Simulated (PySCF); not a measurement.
Which level of theory gave which numbers?

Species: AlH₄ (charge -1).
Z-matrix (Å and degrees, PBE0-D3(BJ)/def2-SVP geometry), rows numbered from 1:
```
Al
H   1  1.6507
H   1  1.6508  2  109.49
H   1  1.6507  2  109.47  3  -120.02
H   1  1.6508  2  109.48  3   119.99
```

The closed-shell ground state was solved 7 times with PySCF (density fitting, gas phase), always in the pcSseg-2 basis (99 functions), with these functionals: B3LYP, BHandHLYP, CAM-B3LYP, LC-wPBE, LDA, PBE0 and wB97X-D. The geometry's basis has no diffuse functions, a weakness for an anion. No diffuse functions stand in pcSseg-2, which bears on an anion's orbital energies.

```csv
row,total energy (Eh),HOMO (eV),LUMO (eV)
P,-244.7322,-2.33,5.42
Q,-243.7518,-1.19,4.75
R,-244.8636,-3.74,6.03
S,-244.8569,-4.29,6.74
T,-244.8934,-2.16,5.23
U,-244.8533,-3.50,5.88
V,-244.7827,-5.12,6.88
```

Question: Which functional belongs to which row?

Answer: P = PBE0, Q = LDA, R = CAM-B3LYP, S = wB97X-D, T = B3LYP, U = BHandHLYP, V = LC-wPBE. By rising HOMO–LUMO gap: LDA (LDA) 5.94 eV; B3LYP (global hybrid, 20 % exact exchange) 7.39 eV; PBE0 (global hybrid, 25 % exact exchange) 7.75 eV; BHandHLYP (global hybrid, 50 % exact exchange) 9.38 eV; CAM-B3LYP (range-separated hybrid) 9.77 eV; wB97X-D (range-separated hybrid) 11.03 eV; LC-wPBE (range-separated hybrid) 12.00 eV. Total energies of different functionals aren't bounds to one another; each is stationary for its own functional.

The pairwise dispersion term of wB97X-D wasn't added to the energies; at a given geometry it leaves orbitals and properties as they are.
